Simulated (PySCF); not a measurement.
Species: cyclopropane, C3H6.
Bonds: C1–C2, C2–C3, C1–C3. Hydrogens: H4, H5 on C1; H6, H7 on C2; H8, H9 on C3.

The same species was optimised twice, with GFN2-xTB and with PBE0-D3(BJ)/def2-SVP (PySCF), and the same property calculations (PySCF, gas phase) were run on both structures.

```
  coordinate  GFN2-xTB  PBE0-D3(BJ)/def2-SVP  change
   C3–H9 (Å)     1.079                 1.093  +0.014
   C3–H8 (Å)     1.079                 1.093  +0.014
   C2–H6 (Å)     1.079                 1.093  +0.014
   C1–H5 (Å)     1.079                 1.093  +0.014
   C2–H7 (Å)     1.079                 1.093  +0.014
   C1–H4 (Å)     1.079                 1.093  +0.014
   C1–C2 (Å)     1.496                 1.499  +0.003
   C1–C3 (Å)     1.496                 1.499  +0.003
   C2–C3 (Å)     1.496                 1.499  +0.003
H6–C2–H7 (°)     113.6                 113.9    +0.3
H8–C3–H9 (°)     113.6                 113.9    +0.3
H4–C1–H5 (°)     113.6                 113.9    +0.3
C3–C2–H7 (°)     118.3                 118.2    -0.1
C1–C2–H7 (°)     118.4                 118.2    -0.2
C2–C1–H4 (°)     118.3                 118.2    -0.1
C2–C3–H9 (°)     118.3                 118.2    -0.1
C1–C3–H8 (°)     118.3                 118.2    -0.1
```

Rotational constants: A = 20408, B = 20406, C = 12741 MHz (GFN2-xTB) against A = 20193, B = 20192, C = 12667 MHz (PBE0-D3(BJ)/def2-SVP). Point groups within 0.08 Å: D3h and D3h. Atoms that the bonding makes alike are paired by their places after alignment.

On the GFN2-xTB structure: HOMO (eV) -8.44 [PBE0/pcSseg-1]; LUMO (eV) 1.82 [PBE0/pcSseg-1]; GIAO shielding of C1/C2/C3 (mean) (ppm) 188.2 [PBE0/pcSseg-1].

What do these properties become on the PBE0-D3(BJ)/def2-SVP structure?

| property | level | on GFN2-xTB | on PBE0-D3(BJ)/def2-SVP | change |
| --- | --- | --- | --- | --- |
| HOMO (eV) | PBE0/pcSseg-1 | -8.44 | -8.43 | +0.01 |
| LUMO (eV) | PBE0/pcSseg-1 | 1.82 | 1.76 | -0.06 |
| energy, GFN2-xTB geometry as zero (kcal/mol) | PBE0/pcSseg-1 | 0.0 | -0.1 | -0.1 |
| GIAO shielding of C1/C2/C3 (mean) (ppm) | PBE0/pcSseg-1 | 188.2 | 185.8 | -2.4 |

The heavy atoms differ by 0.002 Å rms after alignment. Among all bonds C1–H4, C1–H5, C2–H6, C2–H7, C3–H8 and C3–H9 change most and about equally (+0.014 Å). Changes are differences of the printed values. Neither structure is proved a minimum here.
